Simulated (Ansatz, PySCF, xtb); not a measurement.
Noncovalent pair: HF (SMILES F) (first 2 atoms) with HF (SMILES F); geometry from A24 set.
(charge 0, multiplicity 1):
```xyz
4

H      0.000     0.803     1.695
F      0.000    -0.046     1.340
H      0.000    -0.120    -0.491
F      0.000     0.010    -1.404
```

Interaction energies are E(AB) − E(A) − E(B) at the monomers' geometry in the complex; basis-set methods are counterpoise corrected. Rows marked so take none.

Cores are frozen in the correlated methods. CBS: X⁻³ extrapolation of the correlation energy, Hartree–Fock from the larger set. Rows in 3-21G carry no dispersion term and start afresh at each structure.

Programs: Ansatz (a first-principles code); PySCF for 3-21G rows; xtb for the GFN methods. Values without a source in brackets are computed.

Q: Estimate the interaction energy that CCSD(T)/CBS(aug-cc-pVTZ, aug-cc-pVQZ) returns for this input.

A: -4.6 kcal/mol

Q: What is the computed interaction energy (GFN1-xTB)?

A: -4.3 kcal/mol

Q: What is the computed interaction energy (B3LYP/3-21G (no counterpoise))?

A: -13.7 kcal/mol
